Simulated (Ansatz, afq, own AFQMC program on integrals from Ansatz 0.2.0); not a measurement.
**NbO, quartet → NbO, doublet**

```xyz
2

Nb    0.0000    0.0000    0.0000
O     0.0000    0.0000    1.6748
```

E(doublet, charge +0) − E(quartet, charge +0) at this geometry, on UHF and ROHF determinants.

Basis def2-TZVP with its core potentials. Noble-gas cores (and the filled d shells of Ga–Kr and In–Xe) are frozen. AFQMC by an in-house program on the Cholesky factors that Ansatz 0.2.0 writes for its CCSD(T) run. ph-AFQMC/CISD is guided by a CISD state made of CCSD amplitudes; releasing the constraint for a short imaginary time cuts its bias at the price of noise, slowly where states lie close. ± is one standard error of the sampling. No spin–orbit coupling. The metal's outer-core s and p shells are frozen, which shifts wave-function levels against functionals. The errors of all members are added in quadrature.

No full CI on the walks' own integrals is used here; CCSDT(Q) serves as the reference and is uncertain by about the last step of the cluster series. Each member takes its own surest rung, up to full CI.

Errors are counted within def2-TZVP, not against nature.

Cautions: no spin-orbit coupling; outer-core shells of the metal frozen; NbO (quartet): higher spins were not checked, (T) is large, 7 % of the CCSD correlation, unrestricted determinant slightly spin contaminated (⟨S²⟩ 3.84 against 3.75), the released energies have errors that jump between times, so the bars are unsure, so no released level is given (meV from the phaseless value at times in 1/Eh: -23 ± 5 at 0.60, -29 ± 9 at 1.20, -261 ± 228 at 2.00, -38 ± 9 at 3.00, -37 ± 16 at 4.20), though the last usable value meets CCSDT(Q) within the noise, its ph-AFQMC/CISD value lies 50 ± 5 meV above CCSDT(Q); NbO (doublet): another spin lies lower, a spin-contaminated unrestricted determinant lies lower (UHF 771 meV lower, ⟨S²⟩ 1.76), the search met a lower determinant of the same kind, perhaps of another symmetry (28 meV lower), (T) is large, 7 % of the CCSD correlation, CCSDT(Q) on the UHF determinant differs (607 meV lower), perhaps since the unrestricted series falls towards higher spin.

```tsv
level	vertical spin gap (kJ/mol)
CCSD	64.5
HF	152.1
```

Question: From these cheaper values, estimate the vertical spin gap at the reference level in def2-TZVP.

Answer: 54.9 kJ/mol (CCSDT(Q) in def2-TZVP).

| level | vertical spin gap (kJ/mol) | error against CCSDT(Q) (kJ/mol) |
| --- | --- | --- |
| MP2 | 59.2 | 4.3 |
| CCSD(T) | 49.7 | -5.3 |
| CCSDT | 50.7 | -4.2 |
| ph-AFQMC/CISD | 50.1 ± 1.2 | -4.8 ± 1.2 |

Correlation beyond CCSD(T) adds 5.3 kJ/mol. The perturbative (T) step is worth −14.8 kJ/mol.

A walk keeps the symmetry of its determinant, which the program's search chose and which needn't be the lowest solution, so a lower state of the same spin and another symmetry isn't excluded.
